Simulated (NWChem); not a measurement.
The numbers come from NWChem runs, not from measurements. System: phosphine (H3P), charge 0, spin multiplicity 1, at a geometry optimised with PBE0/def2-SVP. Level: CCSD(T)/def2-TZVP, 5 core orbitals frozen.

Output (cleaned and shortened):

```
             Northwest Computational Chemistry Package (NWChem) 7.3.0
             --------------------------------------------------------

                                NWChem Input Module
                                -------------------

 Scaling coordinates for geometry "geometry" by  1.889725989
 (inverse scale =  0.529177249)

 Turning off AUTOSYM since
 SYMMETRY directive was detected!

                             Geometry "geometry" -> ""
                             -------------------------

 Output coordinates in angstroms (scale by  1.889725989 to convert to a.u.)

  No.       Tag          Charge          X              Y              Z
 ---- ---------------- ---------- -------------- -------------- --------------
    1 P                   15.0000    -0.13023500    -0.00335200     0.00000000
    2 H                    1.0000     0.66656500    -0.58098900     1.03566800
    3 H                    1.0000     0.66656500    -0.58098900    -1.03566800
    4 H                    1.0000     0.62039600     1.21226300     0.00000000

 Effective nuclear repulsion energy (a.u.)      17.4340881334

            Nuclear Dipole moment (a.u.)
            ----------------------------
        X                 Y               Z
 ---------------- ---------------- ----------------
     0.0000018897     0.0000094486     0.0000000000

      Symmetry information
      --------------------

 Group name             Cs
 Group number              2
 Group order               2
 No. of unique centers     3

      Symmetry unique atoms

     1    2    4


 Summary of "ao basis" -> "" (spherical)
 ------------------------------------------------------------------------------
       Tag                 Description            Shells   Functions and Types
 ---------------- ------------------------------  ------  ---------------------
 *                         def2-tzvp                  on all atoms

 Summary of "ao basis" -> "ao basis" (spherical)
 ------------------------------------------------------------------------------
       Tag                 Description            Shells   Functions and Types
 ---------------- ------------------------------  ------  ---------------------
 P                         def2-tzvp                13       37   5s5p2d1f
 H                         def2-tzvp                 4        6   3s1p

                                 NWChem SCF Module
                                 -----------------
[...]
         Wavefunction type : Restricted Hartree-Fock
          No. of electrons :    18
           Alpha electrons :     9
            Beta electrons :     9
           No. of orbitals :   110
            Alpha orbitals :    55
             Beta orbitals :    55
        Alpha frozen cores :     5
         Beta frozen cores :     5
     Alpha frozen virtuals :     0
      Beta frozen virtuals :     0
         Spin multiplicity : singlet
    Number of AO functions :    55
       Number of AO shells :    25
        Use of symmetry is : on
      Symmetry adaption is : on
         Schwarz screening : 0.10D-09

          Correlation Information
          -----------------------
          Calculation type : Coupled-cluster singles & doubles w/ perturbation
   Perturbative correction : (T)
            Max iterations :      100
        Residual threshold : 0.10D-05
     T(0) DIIS level shift : 0.00D+00
     L(0) DIIS level shift : 0.00D+00
     T(1) DIIS level shift : 0.00D+00
     L(1) DIIS level shift : 0.00D+00
     T(R) DIIS level shift : 0.00D+00
     T(I) DIIS level shift : 0.00D+00
   CC-T/L Amplitude update :  5-th order DIIS
                I/O scheme : Global Array Library
        L-threshold :  0.10D-05
        EOM-threshold :  0.10D-05
 no EOMCCSD initial starts read in
 TCE RESTART OPTIONS
 SLICE:      F
 D4D5:       F
 quantumc:   F
 qrotation:  F
 pwtce:      F
 qducc:      F
 nacto:                         0
 nrotv:                         0
 nrot:                          0

            Memory Information
            ------------------
          Available GA space size is     249033775 doubles
          Available MA space size is     104853276 doubles

 Maximum block size supplied by input
 Maximum block size        24 doubles

 tile_dim =     17

 -------------------------------------------------
   1    alpha     a'     3 doubles       0       1
   2    alpha     a"     1 doubles       3       2
   3    beta      a'     3 doubles       4       1
   4    beta      a"     1 doubles       7       2
   5    alpha     a'    14 doubles       8       5
   6    alpha     a'    15 doubles      22       6
   7    alpha     a"    17 doubles      37       7
   8    beta      a'    14 doubles      54       5
   9    beta      a'    15 doubles      68       6
  10    beta      a"    17 doubles      83       7

 Global array virtual files algorithm will be used

 Parallel file system coherency ......... OK

 4-electron integrals stored in orbital form

 v2    file size   =           873227
 4-index algorithm nr.  13 is used
 imaxsize =       30
 imaxsize ichop =        0


CCSD iterations
 ---------------------------------------------------------
 Iter          Residuum       Correlation     Cpu    Wall
 ---------------------------------------------------------
    1   0.1187011972707  -0.1592164188478     0.1     0.1
    2   0.0348157966993  -0.1820640799522     0.1     0.1
    3   0.0128786894222  -0.1870110138572     0.1     0.1
    4   0.0053603475454  -0.1885016012604     0.1     0.1
    5   0.0024423203183  -0.1890293910417     0.1     0.1
    6   0.0003898409774  -0.1894087978148     0.1     0.1
    7   0.0001725339182  -0.1893944373026     0.1     0.1
    8   0.0000918447118  -0.1893960617678     0.1     0.1
    9   0.0000520727780  -0.1893966519767     0.1     0.1
   10   0.0000298978332  -0.1893972242121     0.1     0.1
   11   0.0000024222352  -0.1893980696584     0.1     0.1
   12   0.0000008541521  -0.1893983121337     0.1     0.1
 -----------------------------------------------------------------
 Iterations converged
 CCSD correlation energy / hartree =        -0.189398312133659
 CCSD total energy / hartree       =      -342.671946626043507

 Singles contributions

 Doubles contributions
 CCSD(T)
 Using plain CCSD(T) code
             total no. of tasks           74
 total no. of tasks / no. procs           74
                         wl_min         3332           3.9
                         wl_max       117045           7.0
        thresh for no. of tasks           74

 CCSD[T]  correction energy / hartree =        -0.006355186711524
 CCSD[T] correlation energy / hartree =        -0.195753498845183
 CCSD[T] total energy / hartree       =      -342.678301812755024
 CCSD(T)  correction energy / hartree =        -0.006176601774250
 CCSD(T) correlation energy / hartree =        -0.195574913907908
 CCSD(T) total energy / hartree       =      -342.678123227817764

 Task  times  cpu:        4.4s     wall:        4.4s

 Total times  cpu:        4.4s     wall:        4.4s
```

Problem. Write an NWChem input that would produce this output.

Solution. This is not unique; one that fits is 
```
start mol
memory heap 100 mb stack 700 mb global 1900 mb
geometry units angstroms nocenter noautoz
  P     -0.130235    -0.003352     0.000000
  H      0.666565    -0.580989     1.035668
  H      0.666565    -0.580989    -1.035668
  H      0.620396     1.212263     0.000000
  symmetry group Cs
end
basis spherical
  * library def2-tzvp
end
scf
  rhf
  nopen 0
  maxiter 100
  thresh 1e-7
  semidirect memsize 60000000 filesize 0
end
tce
  freeze core 5
  ccsd(t)
  2eorb
  2emet 13
  thresh 1e-6
  maxiter 100
  tilesize 24
end
task tce energy
```
